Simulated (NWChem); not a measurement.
## Correlation energy of H3Si

```xyz
4

Si    -0.0007     0.0804     0.0000
H      1.4375    -0.3636     0.0000
H     -0.7142    -0.3810     1.2423
H     -0.7142    -0.3810    -1.2423
```
Charge 0, spin multiplicity 2.

All runs are NWChem calculations. Structure: optimised with UPBE/def2-SVP, a minimum by its harmonic frequencies.

Basis set: def2-TZVP. Each correlation energy counts from its own Hartree-Fock reference.

The correlated methods keep 5 core orbitals frozen. The structure started from a generated list of species. The unpaired electrons of the parent sit in orbitals of symmetry a' (Cs labels of the run); other states weren't searched. No SCF solution was tested for a lower state. Open-shell Hartree-Fock references start from PBE0 orbitals. No row is a measurement; the coupled-cluster row has its own basis-set and correlation limits.

Question: For the correlation energy, UMP2 gives -107.2 mHa and SCS-UMP2 gives -117.0 mHa. What do CCSD on UHF, CCSD[T] on UHF, CCSD(T) on UHF give?

Answer: CCSD on UHF: -134.9 mHa; CCSD[T] on UHF: -138.2 mHa; CCSD(T) on UHF: -138.1 mHa.
